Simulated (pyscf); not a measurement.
Four-centre exchange: HN=SiH₂ + ammonia (NH₃) -> HN=SiH–NH₂ + hydrogen (H₂)

Gas phase, singlet surface, charge 0. Bonds broken: Si2–H4, N6–H7. Bonds formed: Si2–N6, H4–H7. Optimised with ωB97X-D3(BJ)/def2-SVP in PySCF.

Transition state (Å):

```xyz
9

N      1.0891     1.2588    -0.5140
Si     0.1225     0.0702    -0.1031
H      0.9639     2.2587    -0.4221
H     -1.5006    -0.0685    -0.7955
H      0.5101    -1.3416    -0.3109
N     -0.9740    -0.0467     1.3924
H     -1.6567    -0.1634     0.2119
H     -0.8258    -0.7968     2.0677
H     -1.1838     0.8265     1.8766
```

One imaginary mode, 1499i cm⁻¹; descent along it reached the two sides named, in the forms told below.

```
bond    change  reactant side (Å)  saddle  product side
------  ------  -----------------  ------  ------------
Si2–H4  breaks              1.509   1.770           3.8
N6–H7   breaks              1.026   1.369           2.7
Si2–N6   forms              2.064   1.858         1.705
H4–H7    forms                2.8   1.024         0.761
```

Electronic energies relative to the separated reactants (kcal/mol):

```csv
level,barrier,reaction energy,reverse barrier
ωB97X-D3(BJ)/def2-TZVP,16.5,-17.3,33.8
PBE/def2-TZVP,12.5,-14.8,27.2
r²SCAN/def2-TZVP,12.5,-17.4,29.9
B3LYP-D3(BJ)/def2-TZVP,17.3,-16.2,33.5
PBE0-D3(BJ)/def2-TZVP,13.1,-15.8,28.9
M06-2X/def2-TZVP,15.8,-19.1,34.9
ωB97M-D3(BJ)/def2-TZVP,17.2,-16.2,33.4
HF/def2-TZVP,32.4,-14.4,46.8
```

With ωB97M-D3(BJ)/def2-TZVP energies and thermal terms (ideal gas, 1 atm, RRHO with modes under 100 cm⁻¹ raised to 100, one conformer, R ln 2 for chiral ones without a mode under 150 cm⁻¹), in kcal/mol:

```
T (K)   ΔH‡   ΔG‡     ΔH     ΔG
-----  ----  ----  -----  -----
298    15.3  25.7  -19.2  -17.3
600    15.6  36.2  -17.8  -15.9
900    16.4  46.4  -16.7  -15.2
1200   17.3  56.2  -15.9  -14.8
```

On the reactant side the descent ends in an adduct with a N–Si contact (not fully relaxed), 22.4 kcal/mol under the separated species and 38.9 kcal/mol under the saddle at ωB97X-D3(BJ)/def2-TZVP. What is counted as formed (N–Si) is already present as a longer contact in the reactant adduct; forming that adduct is a step of its own. At the saddle there is also a short H–Si contact that neither side keeps. The same reactants have a lower exit, to H₂N–SiH₂–NH₂ (barrier -15.5 kcal/mol at ωB97M-D3(BJ)/def2-TZVP, against +17.2 kcal/mol here). HN=SiH₂ lies 18.2 kcal/mol over its isomer H₂N–SiH: [singlet] (electronic energy, ωB97M-D3(BJ)/def2-TZVP). HN=SiH–NH₂ lies 20.7 kcal/mol over its isomer H₂N–Si:–NH₂ [singlet] (electronic energy, ωB97M-D3(BJ)/def2-TZVP). One saddle was located; it need not be the lowest between these sides.
